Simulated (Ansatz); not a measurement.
**What sets the Al vacancy content of AlRu**

These are results of DFT r2SCAN, scalar-relativistic, plane waves, PAW in Ansatz, not measurements.

Cutoff 500 eV; k points 7×6×6 on the computed 15-atom cell (Γ-centred); Gaussian smearing, width 0.10 eV; no spin polarisation.

The ordered crystal (Pm-3m, 13.27 Å³/atom, no gap on the mesh), relaxed at this level:

```
Al Ru
1.0
     2.98262    0.00000    0.00000
     0.00000    2.98262    0.00000
     0.00000    0.00000    2.98262
Al Ru
1 1
Cartesian
  0.0000 0.0000 0.0000
  1.4913 1.4913 1.4913
```

The crystal stands on its own mesh of 14×14×14. The changed cells were relaxed on coarser meshes and computed once more on meshes like the one named, which can leave forces up to 0.25 eV/Å.

The crystal forms from the elements' standard states with -0.708 eV/atom, or -1.42 eV per Al. From a supercell of 16 atoms neutral Al atoms were removed at random and the cells relaxed:

```csv
Al removed,"energy a vacancy, Al-rich (eV)",volume / perfect,gap on mesh (eV)
1,4.54,0.973,0.00
1,4.56,0.972,0.00
```

Q: Over what range can the formation energy of the neutral Al vacancy move?

A: With k vacancies in the cell, E_v = [E(defect cell) − E(perfect cell)]/k + μ(Al). With μ counted from the standard state, the compound is stable against the two elements for -1.42 eV ≤ Δμ ≤ 0, so for the most dilute cell E_v runs from 4.54 eV (Al-rich) to 4.54 − 1.42 = 3.12 eV (Ru-rich). At 1000 K the site fraction 1/[1 + exp(E_v/k_BT)] spans 1e-23 to 2e-16. Other phases of the two elements can narrow the range. Vacancies of Ru, antisites and interstitials weren't computed and can be far cheaper. Even the most dilute cell lacks 12.5 % of its Al, far from an isolated defect.

A cell with an odd number of electrons, run without spin, has no gap by construction; a spin-polarised state may open one and lie lower.

Cost: 5 runs of about 37 core-minutes in all (earlier runs that led there not counted), on Intel Xeon Platinum 8259CL (Skylake/Cascade Lake) (shared hosts).